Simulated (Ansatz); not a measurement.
**CH₃B+ (doublet): wave-function methods side by side, def2-QZVPP**

The task here is to estimate one member of a computed series from the others.

Computed with Ansatz 0.2.0, Gaussian basis. Level: def2-QZVPP, core rule «outside noble gas», up to 2 orbitals frozen.

Plan: UHF; ROHF; CCSD(T) on UHF.

2 further runs of the same task are left out: 2 set aside as unsound or not needed.

### The geometry

The geometry is a PBE0/def2-TZVP stationary point (not a proven minimum) of the parent state, kept for this charge and spin.

5 atoms, charge 1, spin multiplicity 2.

Atoms are counted from 1 here; the program's logs count them from 0.

Bond lengths: B1–C2 1.496 Å, B1–H3 1.202 Å, B1–H4 1.196 Å, C2–H5 1.082 Å. Angles: C2–B1–H3 119.8°, C2–B1–H4 120.9°, H3–B1–H4 119.3°, B1–C2–H5 144.8°.

As a file:

```xyz
5
CH3B
B     0.0000    0.0504    0.7398
C     0.0000   -0.1015   -0.7490
H     0.0000    1.1489    1.2274
H     0.0000   -0.9087    1.4552
H     0.0000    0.4289   -1.6923
```

The first run:

in.yaml reads:

```yaml
crystal:
  periodic: [false, false, false]
  atoms:
    - {symbol: B, position_ang: [0.000000, 0.050359, 0.739783]}
    - {symbol: C, position_ang: [0.000000, -0.101482, -0.748988]}
    - {symbol: H, position_ang: [0.000000, 1.148901, 1.227395]}
    - {symbol: H, position_ang: [0.000000, -0.908685, 1.455152]}
    - {symbol: H, position_ang: [0.000000, 0.428910, -1.692336]}
basis:
  gaussian: {orbitals: "def2-QZVPP.json"}
total_charge: 1
magnetization: {spin_polarized: true, initial_magnetization: 1}
hamiltonian: {xc: hf}
output: {orbitals: {seedname: orbitals}}
```

The run is started by

```sh
$ ansatz run in.yaml --threads 1 --pin off --events-out ev --progress --plain --max-ram 2393MiB
```

Steps of the session up to this table: UHF; ROHF; CCSD(T) on UHF.

One table of the session follows, with a row left open; its other results are not shown here.

| method | from UCCSD(T) (meV) |
| --- | --- |
| ROHF | +6908.7 |
| UHF | +6777.1 |
| UMP2 | +1186.8 |
| UCCSD | ? |
| UCCSD(T) | 0 |

Q: Estimate the row for UCCSD from the others.

**Answer.** from UCCSD(T) (meV): +249.3. In the column «from UCCSD(T) (meV)» it lies between UCCSD(T) (0) and UMP2 (+1186.8).
